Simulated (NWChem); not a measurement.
Exact exchange and the dipole moment of HCl (hydrogen chloride)

The species is HCl (2 atoms), meant as a singlet with charge 0. SMILES: `Cl`. The coordinates come from a PBE0-D4/def2-TZVP relaxation.

The dipole moment y, in D, basis def2-TZVPPD; a is the functional's share of exact exchange. Programs: NWChem 7.3.0.

```
functional  program     a  y (D)
      BLYP   NWChem     0   1.05
      TPSS   NWChem     0   1.08
     B3LYP   NWChem   0.2      ?
      PBE0   NWChem  0.25   1.12
     BHLYP   NWChem   0.5   1.14
```

Question: Fit y = c + s·a to the known rows and predict B3LYP.

Answer: 
1. Means of the 4 rows: a = 0.1875, y = 1.098.
2. Σ(Δa)² = 0.17188, Σ(Δa·Δy) = 0.026875, so the slope is 0.026875/0.17188 = 0.15636.
3. Intercept: 1.098 − (0.15636) × 0.1875 = 1.069. The largest residual of the fit is 0.018.
4. B3LYP: 1.069 + (0.15636) × 0.2 = 1.10 D.

The run gave 1.09 D, so the prediction is off by +0.01 D, within the largest residual. More exact exchange makes the molecule more polar here. The rows mix families of semi-local functionals, which the line can't see. The measured value is 1.08 D (NIST CCCBDB; in doubt, as an older value, an estimate or one at odds with other calculations).
